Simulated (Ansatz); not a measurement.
Input file:

```yaml
crystal:
  periodic: [false, false, false]
  atoms:
    - {symbol: Al, position_ang: [0.000000, 0.000000, 0.253900]}
    - {symbol: Ga, position_ang: [0.000000, 0.000000, -2.089700]}
    - {symbol: H, position_ang: [0.000000, 0.000000, 1.835800]}
basis:
  gaussian: {orbitals: STO-3G}
total_charge: 1
magnetization: {spin_polarized: false, initial_magnetization: 4}
correlation: {active_space: {ras: {orbitals: [20, 4, 4], electrons: 44, max_holes: 2, max_particles: 2}, fixed_orbitals: true}}
output: {forces: true}
```

```sh
$ ansatz run in.yaml --threads 1 --pin off --events-out ev --progress --plain --max-ram 2393MiB
```

Log:

```
275 factors; integrals over basis functions are off by at most 1.3e-4 eV
mean field evaluation 1: about -58240.7218 eV, gradient 2.0e1 eV
mean field evaluation 2: about -58240.7236 eV, gradient 2.0e1 eV
mean field evaluation 4: about -58240.7853 eV, gradient 1.7e1 eV
mean field evaluation 8: about -58243.7213 eV, gradient 1.6e0 eV
mean field evaluation 16: about -58243.7446 eV, gradient 1.8e-6 eV
mean field evaluation 32: about -58243.6735 eV, gradient 2.8e-1 eV
mean field evaluation 64: about -58243.7249 eV, gradient 3.7e-1 eV
mean field evaluation 96: about -58243.6907 eV, gradient 2.7e0 eV
mean field -58243.74463245 eV, -2140.4181362144 hartree, gradient 1.8e-6 eV, S^2 6.000000; 16 other end points of the search recorded, 0 dependent functions left out
reference -58243.74463245 eV, -2140.4181362144 hartree; 24, 20 occupied and 4, 8 virtual orbitals, 275 factors
state -58245.15824906 eV, -2140.4700856666 hartree
the calculation of the forces begins
Total energy: -58245.15824906 eV, -2140.4700856666 hartree
Atom 0 at     0.000000     0.000000     0.253900 Å, force    -0.000000     0.000000     1.404187 eV/Å
Atom 1 at     0.000000     0.000000    -2.089700 Å, force     0.000000     0.000000     0.087733 eV/Å
Atom 2 at     0.000000     0.000000     1.835800 Å, force     0.000000    -0.000000    -1.491920 eV/Å
Dipole moment:    -0.000000     0.000000     1.181233 e Å
```

Forces (eV/Å):
```
Al   0.000  0.000  1.404
Ga   0.000  0.000  0.088
H    0.000  0.000 -1.492
```

Ran on 1 thread of Arm Neoverse V1, shared host: 3.3 s wall, 0.1 GiB peak host memory.
